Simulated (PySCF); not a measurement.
Compound: C4H2ClN.
InChI=1S/C4H2ClN/c5-4-1-3(4)2-6/h1,3H/t3-/m0/s1

The closed-shell ground state was solved at several levels (PySCF, density fitting, gas phase, non-relativistic). Geometry: PBE0-D3(BJ)/def2-SVP; no solvent, vibrations or thermal averaging.

```tsv
level	basis functions	HOMO (eV)	LUMO (eV)	gap (eV)	dipole (D)
PBE0/pcSseg-2	251	-8.30	-1.08	7.22	4.19
PBE0/pcSseg-1	119	-8.33	-0.99	7.34	4.07
```

Task: Estimate the row for wB97X-D/def2-SVPD, a basis of 143 functions; the other rows only guide the guess.

Result: HOMO -10.18 eV, LUMO 0.75 eV, gap 10.93 eV, dipole 4.19 D.

Task: Over all these levels, which gives the widest orbital gap and which the narrowest?

Result: wB97X-D/def2-SVPD (range-separated hybrid) has the widest, 10.93 eV, and PBE0/pcSseg-2 (global hybrid, 25 % exact exchange) the narrowest, 7.22 eV. Functional and basis both differ between the two, so the spread mixes both effects.

Task: How far do the dipole and the HOMO energy spread over the levels?

Result: The dipole runs from 4.07 to 4.19 D (mean 4.15 D) and the HOMO from -10.18 to -8.30 eV.
